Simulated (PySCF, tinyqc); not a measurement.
Inside a calculation. Method: RHF in the sto-3g basis, for CH2, spin multiplicity 1. The lowest restricted solution is unstable here: a spin-polarised one lies 0.0384 hartree lower (PySCF). One step of it, computed by the program tinyqc.

Problem. Orthogonalisation. S = U s U^T; symmetric (Loewdin) form X = U s^(-1/2) U^T, so that X^T S X = 1.

overlap S, order 1C 1s, 1C 2s, 1C 2px, 1C 2py, 1C 2pz, 2H 1s, 3H 1s:
```
[[1.000000, 0.248362, 0.000000, 0.000000, 0.000000, 0.061525, 0.061525],
 [0.248362, 1.000000, 0.000000, 0.000000, 0.000000, 0.487771, 0.487771],
 [0.000000, 0.000000, 1.000000, 0.000000, 0.000000, 0.000000, 0.000000],
 [0.000000, 0.000000, 0.000000, 1.000000, 0.000000, 0.399526, -0.399526],
 [0.000000, 0.000000, 0.000000, 0.000000, 1.000000, 0.238866, 0.238866],
 [0.061525, 0.487771, 0.000000, 0.399526, 0.238866, 1.000000, 0.144706],
 [0.061525, 0.487771, 0.000000, -0.399526, 0.238866, 0.144706, 1.000000]]
```

Give: eigenvalues of S; X.

Solution.

eigenvalues of S: [0.2840, 0.3580, 0.8760, 1.0000, 1.0884, 1.4973, 1.8964]

X, order 1C 1s, 1C 2s, 1C 2px, 1C 2py, 1C 2pz, 2H 1s, 3H 1s:
```
[[1.0271, -0.1550, 0.0000, 0.0000, -0.0123, 0.0263, 0.0263],
 [-0.1550, 1.3049, 0.0000, 0.0000, 0.1345, -0.3520, -0.3520],
 [0.0000, 0.0000, 1.0000, 0.0000, 0.0000, 0.0000, 0.0000],
 [0.0000, 0.0000, 0.0000, 1.1900, 0.0000, -0.2995, 0.2995],
 [-0.0123, 0.1345, 0.0000, 0.0000, 1.0644, -0.1692, -0.1692],
 [0.0263, -0.3520, 0.0000, -0.2995, -0.1692, 1.2659, -0.0326],
 [0.0263, -0.3520, 0.0000, 0.2995, -0.1692, -0.0326, 1.2659]]
```
